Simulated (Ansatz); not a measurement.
Ideal-gas functions of `B[N]B` radical at 400 K and 1 bar, from an Ansatz frequency run at PBE0-D4/def2-TZVP.

Molar mass 39.66 g/mol, point group D2h (symmetry number 4), electronic degeneracy 2, moments of inertia 4.385, 55.817, 60.201 u Å². Harmonic wavenumbers (cm⁻¹, unscaled): 127, 167, 226, 735, 871, 940, 966, 970, 1137, 1185, 1547, 2517, 2527, 2586, 2590.

Use S(trans) = R[1.5 ln M + 2.5 ln T − 1.1517]; rotational temperatures θ = 24.2544 K / I; S(rot) = R[ln(√π/σ · √(T³/θAθBθC)) + 1.5]; for each mode x = 1.438777 ν̃/T, S = R[x/(eˣ − 1) − ln(1 − e⁻ˣ)] and H = RT x/(eˣ − 1); 1 cm⁻¹ = 0.0119627 kJ/mol; R = 8.31446 J/(mol·K).

By hand: the entropy, in J/(mol·K).

Translation 160.9. Rotation: θ = 5.5312, 0.4345, 0.4029 K, giving 80.6. Vibration, mode by mode: 14.90, 12.68, 10.26, 2.30, 1.56, 1.28, 1.18, 1.17, 0.72, 0.62, 0.21, 0.01, 0.01, 0.01, 0.01, in all 46.9. Electronic 5.8. Sum 294.2 J/(mol·K).

By hand: H − E and G − E in kJ/mol, counted from the electronic energy.

Zero-point energy ½ × 19091 × 0.0119627 = 114.2; thermal vibration 10.0; translation, rotation and pV give 4 RT = 13.3. H − E = 137.5 kJ/mol, and G − E = 137.5 − 400 × 294.2/1000 = 19.8 kJ/mol.

Vibration gives 16 % of the entropy, 14.9 J/(mol·K) of it from the mode under 150 cm⁻¹: soft modes count most, and the harmonic formula is weakest for them.
